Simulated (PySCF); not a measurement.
**A thermochemical cycle for CO**

PBE in PySCF with def2-TZVPPD on every atom, for the lowest determinant that a PBE0 search found; no spin–orbit coupling. CO, a singlet (closed shell), has De = 11.65 eV to neutral atoms, and CO⁺, a doublet (π ↑), has De = 6.60 eV to C⁺ + O.

The adiabatic ionisation energy of CO, between the minima, is 16.58 eV.

Problem. Which ionisation energy of the C atom does this level give?

Solution. IE(C) = IE(molecule) + De(ion) − De(neutral) = 16.58 + 6.60 − 11.65 = 11.53 eV; the measured value is 11.26 eV (NIST ASD).

For an ion De counts to the pair picked by the measured ionisation energies or electron affinities, which need not be the lowest pair at this level. Counting both spins, an empty level lies below a filled one in some of these solutions, because spin and occupation are held. States were picked by a PBE0 search and need not be the measured ground states.
